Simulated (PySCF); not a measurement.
**SiH3O, step by step**

Aim: a series of 17 runs (UPBE0-D4/def2-TZVP, UCCSD(T)/cc-pVTZ, USVWN5/cc-pVTZ, UPBE/cc-pVTZ, UBLYP/cc-pVTZ, U-revPBE/cc-pVTZ, UTPSS/cc-pVTZ, U-r2SCAN/cc-pVTZ, and more) of H3OSi. The job is set up through a Python script.

Program for the calculation: PySCF 2.14.0.

**1. The molecule**

The species is SiH3O (5 atoms), meant as a doublet with charge 0. The shape is cut from that of the parent molecule. The run starts from this shape.

Bond lengths: O1–Si2 1.627 Å, Si2–H3 1.527 Å, Si2–H4 1.473 Å, Si2–H5 1.483 Å. Angles: O1–Si2–H3 110.4°, O1–Si2–H4 106.4°, O1–Si2–H5 112.7°, H3–Si2–H4 108.4°, H3–Si2–H5 107.5°, H4–Si2–H5 111.4°.

**2. A structure relaxation at UPBE0-D4/def2-TZVP (density fitting with def2-universal-jkfit) (run 1)**

input.py reads:

```python
from pyscf import gto, dft
from pyscf.geomopt.geometric_solver import kernel as optimise

mol = gto.M(
    atom='''
O      1.180538    -1.958550     0.785359
Si    -0.036593     0.646296    -0.305072
H     -2.134504     0.061989    -2.199176
H      2.012360     1.970516    -1.646201
H     -1.144261     2.248884     1.710032
''',
    unit='bohr',
    spin=1,
    basis='def2-tzvp',
    verbose=3,
    max_memory=1860,
)

mf = dft.UKS(mol)
mf.xc = 'pbe0'
mf = mf.density_fit(auxbasis='def2-universal-jkfit')
mf.disp = 'd4'
mf.max_cycle = 100
mf.grids.level = 4
mf.conv_tol = 1e-09
converged, mol_eq = optimise(mf, maxsteps=80)
print('converged:', converged)
print(mol_eq.tostring())

mf.reset(mol_eq)
mol = mol_eq
mf.kernel()
etot = mf.e_tot
print(f'total energy: {etot:.8f} hartree')
```

Launch:

```console
OMP_NUM_THREADS=1 python input.py
```

What it wrote:

```text
maxiter                   80
[... 25 lines left out ...]
> Convergence Criteria:
[... 17 lines left out ...]
converged SCF energy = -366.296275937391  <S^2> = 0.75493506  2S+1 = 2.004929
[... 20 lines left out ...]
converged SCF energy = -366.297785621268  <S^2> = 0.75482433  2S+1 = 2.0048185
[... 41 lines left out ...]
converged SCF energy = -366.298054425879  <S^2> = 0.7547816  2S+1 = 2.0047759
[... 41 lines left out ...]
converged SCF energy = -366.298069319928  <S^2> = 0.75479382  2S+1 = 2.0047881
[... 32 lines left out ...]
Converged! =D
[... 1 line left out ...]
converged: True
O           0.66504955       -1.02517292        0.40466826
Si         -0.06984210        0.34195737       -0.17588116
H          -1.13722997        0.03720732       -1.16299051
H           1.08571041        1.00937009       -0.84622227
H          -0.60695707        1.20222048        0.90950123

WARN: HOMO -0.34644523597588 >= LUMO -0.346445235975879

converged SCF energy = -366.298069498543  <S^2> = 0.75479866  2S+1 = 2.0047929
total energy: -366.29806950 hartree
```

Run time: 2 min. Hardware: 1 thread of Arm Neoverse V2, shared host; peak memory 0.83 GiB.

Step by step:

| step | energy from the first frame kept (eV) | largest force (eV/Å) |
| --- | --- | --- |
| 0 | 0.0000 | 1.5962 |
| 1 | -0.0411 | 0.4476 |
| 2 | -0.0473 | 0.0586 |
| 3 | -0.0484 | 0.0834 |
| 4 | -0.0487 | 0.0421 |
| 5 | -0.0488 | 0.0093 |
| 6 | -0.0488 | 0.0033 |

After the run. Bond lengths: O1–Si2 1.657 Å, Si2–H3 1.485 Å, Si2–H4 1.493 Å, Si2–H5 1.485 Å. Angles: O1–Si2–H3 112.5°, O1–Si2–H4 100.5°, O1–Si2–H5 112.5°, H3–Si2–H4 110.5°, H3–Si2–H5 110.2°, H4–Si2–H5 110.4°.

**3. Fragment B of bond 3-1: a single-point energy at UCCSD(T)/cc-pVTZ (run 2)**

mol.xyz reads:

```xyz
5

O      0.665050    -1.025173     0.404668
Si    -0.069842     0.341957    -0.175881
H     -1.137230     0.037207    -1.162991
H      1.085710     1.009370    -0.846222
H     -0.606957     1.202220     0.909501
```

calc.py reads:

```python
from pyscf import gto, scf, cc

mol = gto.Mole()
mol.atom = 'mol.xyz'
mol.verbose = 3
mol.max_memory = 1860
mol.spin = 1
mol.basis = 'cc-pvtz'
mol.charge = 0
mol.build()

calc0 = scf.UHF(mol)
calc0.conv_tol = 1e-10
calc0.kernel()
if not calc0.converged:
    calc0 = calc0.newton().run(calc0.mo_coeff, calc0.mo_occ)

mycc = cc.CCSD(calc0, frozen=6)
mycc.kernel()
e_t = mycc.ccsd_t()
etot = mycc.e_tot + e_t
print('E(%s) = %.9f' % ('CCSD(T)', etot))
```

Launch:

```console
OMP_NUM_THREADS=1 python calc.py
```

What it wrote:

```text
converged SCF energy = -365.562604288599  <S^2> = 0.75762884  2S+1 = 2.0076143
E(UCCSD) = -365.9126018476817  E_corr = -0.3499975590823536
UCCSD(T) correction = -0.0100756078055303
E(CCSD(T)) = -365.922677455
```

Wall time 2.5 min (1 thread of Arm Neoverse V2, shared host); peak memory 4.5 GiB.

Runs 3 to 7 aren't shown in full; the table further down has their settings and results.

**4. Fragment B of bond 3-1: a single-point energy at U-r2SCAN/cc-pVTZ (run 8)**

input.py reads:

```python
from pyscf import gto, dft

mol = gto.M(
    atom='''
O      1.256762    -1.937296     0.764712
Si    -0.131982     0.646205    -0.332367
H     -2.149053     0.070311    -2.197734
H      2.051695     1.907433    -1.599128
H     -1.146982     2.271867     1.718708
''',
    max_memory=1860,
    unit='bohr',
    spin=1,
    basis='cc-pvtz',
    verbose=3,
)

mf = dft.UKS(mol)
mf.xc = 'r2scan'
mf.conv_tol = 1e-10
mf.grids.level = 5
mf.kernel()
if not mf.converged:
    mf = mf.newton().run(mf.mo_coeff, mf.mo_occ)

energy = mf.e_tot
print('E(%s) = %.9f' % ('R2SCAN', energy))
```

Launch:

```console
OMP_NUM_THREADS=1 python input.py
```

What it wrote:

```text
WARN: HOMO -0.342777748393766 >= LUMO -0.342777748393765

converged SCF energy = -366.437152436655  <S^2> = 0.75600928  2S+1 = 2.0060003
E(R2SCAN) = -366.437152437
```

Run time: 57 s. Hardware: 1 thread of Arm Neoverse V2, shared host; peak memory 0.6 GiB.

Runs 9 to 16 aren't shown in full; the table further down has their settings and results.

**5. Fragment B of bond 3-1: the energy at UB2PLYP/cc-pVTZ (run 17)**

calc.py reads:

```python
from pyscf import gto, dft, mp

mol = gto.M(
    atom='''
O      1.256762    -1.937296     0.764712
Si    -0.131982     0.646205    -0.332367
H     -2.149053     0.070311    -2.197734
H      2.051695     1.907433    -1.599128
H     -1.146982     2.271867     1.718708
''',
    basis='cc-pvtz',
    unit='bohr',
    verbose=3,
    charge=0,
    spin=1,
    max_memory=1860,
)

mf = dft.UKS(mol, xc='0.53*HF + 0.47*B88, 0.73*LYP')
mf.grids.level = 5
mf.conv_tol = 1e-10
mf.kernel()
if not mf.converged:
    mf = mf.newton().run(mf.mo_coeff, mf.mo_occ)

pt = mp.MP2(mf, frozen=6).run()
energy = mf.e_tot + 0.27 * pt.e_corr
print('PT2 part  %.8f' % (0.27 * pt.e_corr))
print('Final energy', energy)
```

Launch:

```console
OMP_NUM_THREADS=1 python calc.py
```

What it wrote:

```text
converged SCF energy = -366.224315654244  <S^2> = 0.75557425  2S+1 = 2.0055665
E(UMP2) = -366.609118022976  E_corr = -0.384802368732511
E(SCS-UMP2) = -366.617648527805  E_corr = -0.393332873561283
PT2 part  -0.10389664
Final energy -366.3282122938013
```

Wall time 37 s (1 thread of Arm Neoverse V2, shared host); peak memory 0.54 GiB.

**6. Overview of the runs**

| run | level | task | integral approximation | energy (Eh) | dipole moment (D) of the reference | HOMO energy (eV) | LUMO energy (eV) | wall time |
| --- | --- | --- | --- | --- | --- | --- | --- | --- |
| 1 | UPBE0-D4/def2-TZVP (density fitting with def2-universal-jkfit) | optimise | def2-universal-jkfit | -366.298069 | 1.67 | -8.77 | -4.70 | 2 min |
| 2 | UCCSD(T)/cc-pVTZ | energy | none | -365.922677 | 1.49 | -12.64 | 1.51 | 2.5 min |
| 3 | USVWN5/cc-pVTZ | energy | none | -364.766874 | 2.12 | -6.91 | -6.73 | 17 s |
| 4 | UPBE/cc-pVTZ | energy | none | -366.261312 | 1.83 | -6.96 | -6.28 | 25 s |
| 5 | UBLYP/cc-pVTZ | energy | none | -366.485729 | 1.85 | -6.88 | -6.23 | 22 s |
| 6 | U-revPBE/cc-pVTZ | energy | none | -366.413997 | 1.75 | -6.93 | -6.17 | 25 s |
| 7 | UTPSS/cc-pVTZ | energy | none | -366.540500 | 1.69 | -7.22 | -6.02 | 69 s |
| 8 | U-r2SCAN/cc-pVTZ | energy | none | -366.437152 | 1.67 | -7.44 | -5.68 | 57 s |
| 9 | UM06-L/cc-pVTZ | energy | none | -366.490612 | 1.65 | -7.32 | -5.65 | 57 s |
| 10 | UPBE0/cc-pVTZ | energy | none | -366.292590 | 1.62 | -8.71 | -4.62 | 33 s |
| 11 | UB3LYP/cc-pVTZ | energy | none | -366.527150 | 1.68 | -8.46 | -5.14 | 33 s |
| 12 | UBHLYP/cc-pVTZ | energy | none | -366.471532 | 1.56 | -10.31 | -2.88 | 34 s |
| 13 | UM06-2X/cc-pVTZ | energy | none | -366.444115 | 1.63 | -10.25 | -3.21 | 66 s |
| 14 | UCAM-B3LYP/cc-pVTZ | energy | none | -366.482447 | 1.63 | -10.20 | -3.50 | 48 s |
| 15 | U-wB97X/cc-pVTZ | energy | none | -366.473017 | 1.58 | -11.23 | -2.33 | 49 s |
| 16 | U-wB97M-V/cc-pVTZ | energy | none | -366.446167 | 1.54 | -11.09 | -2.42 | 2 min |
| 17 | UB2PLYP/cc-pVTZ | energy | none | -366.328212 | 1.52 | -10.27 | -2.35 | 37 s |

**7. Outcome**

| quantity | value |
| --- | --- |
| fragment B of bond 3-1, run 17: total energy | -366.32821 Eh |
| fragment B of bond 3-1, run 17: dipole moment (SCF part) | 1.52 D |
| fragment B of bond 3-1, run 17: HOMO energy (SCF part's orbitals) (highest over α and β) | -10.27 eV |
| fragment B of bond 3-1, run 17: LUMO energy (SCF part's orbitals) (lowest over α and β) | -2.35 eV |
| fragment B of bond 3-1, run 17: ⟨S²⟩ | 0.756 |

In words: Over runs 3, 4, 5, 6, 7, 8, 9, 10, 11, 12, 13, 14, 15, 16, 17 the dipole moment (its size) runs from 1.52 D (UB2PLYP/cc-pVTZ) to 2.12 D (USVWN5/cc-pVTZ). A double hybrid's value is that of its SCF part. Totals of different functionals can't be ranked against each other. All runs together took 16 min, the longest 2.5 min.
